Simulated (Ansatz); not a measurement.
Predict the output of the script below (Ansatz 0.2.0 through its Python package).

The script, `scan.py`:
```python
"""Stretching a bond of CF3, the rest held rigid."""

import ansatz
from ase import Atoms
import numpy as np

atoms = Atoms(["F", "C", "F", "F"], positions=[
    (-1.24053, 0.02422, 0.26301),
    (-0.03811, -0.05747, -0.27469),
    (0.66499, -1.0564, 0.22458),
    (0.61365, 1.08964, -0.2129),
])
geometry = ansatz.Crystal.molecule_from_ase(atoms)

symbols = [site.symbol for site in geometry.cartesian_sites]
start = np.array([site.position_ang for site in geometry.cartesian_sites])
axis = (start[2] - start[1]) / np.linalg.norm(start[2] - start[1])
moving = [2]
lengths, energies = [1.161, 1.214, 1.267, 1.32, 1.372, 1.425, 1.478, 1.557], []
for length in lengths:
    xyz = start.copy()
    xyz[moving] += (length - np.linalg.norm(start[2] - start[1])) * axis
    point = ansatz.Crystal.molecule()
    for symbol, xyz in zip(symbols, xyz):
        point = point.atom(symbol, xyz.tolist())
    calculation = (
        point.calculation()
        .basis(gaussian="def2-SVP")
        .functional("HF")
        .spin("collinear", total=1)
        .accuracy("high")
    )
    r = calculation.run(threads=1).report
    energies.append(r["free_energy_ev"])
    print(f"r = {length:6.3f} A  E = {energies[-1]:.5f} eV  <S^2> = {abs(r['mean_field']['state']['spin_squared']):.3f}")

# quartic fit about the minimum
fit = np.polynomial.Polynomial.fit(lengths, np.array(energies) - min(energies), 4).convert()
roots = [r.real for r in fit.deriv().roots() if abs(r.imag) < 1e-9 and fit.deriv(2)(r.real) > 0]
r_e = min(roots, key=lambda r: abs(r - lengths[int(np.argmin(energies))]))
print(f"minimum of the fit at {r_e:.4f} A, force constant {fit.deriv(2)(r_e):.2f} eV/A^2")
```

```console
$ python scan.py
r =  1.161 A  E = -9138.68553 eV  <S^2> = 0.754
r =  1.214 A  E = -9139.08069 eV  <S^2> = 0.754
r =  1.267 A  E = -9139.23344 eV  <S^2> = 0.754
r =  1.320 A  E = -9139.21214 eV  <S^2> = 0.754
r =  1.372 A  E = -9139.07100 eV  <S^2> = 0.754
r =  1.425 A  E = -9138.84163 eV  <S^2> = 0.754
r =  1.478 A  E = -9138.55383 eV  <S^2> = 0.755
r =  1.557 A  E = -9138.06114 eV  <S^2> = 0.756
minimum of the fit at 1.2853 A, force constant 55.64 eV/A^2
```

Caveats:
- The settings weren't tested for convergence.
- The rest of the molecule is held rigid at a force-field or estimated start geometry, and the basis set is modest; single-reference methods fail as a bond breaks.
- The species is open-shell (spin multiplicity 2).
- Hartree-Fock leaves correlation out, so bond, atomisation and ionisation energies come out well too low.
- Run time: 4.6 s on 1 thread of Intel(R) Xeon(R) 6975P-C (Granite Rapids), with other jobs on the host, peak memory 0.22 GiB.

(Lines on the test bed's own set-up are left out of the output.)
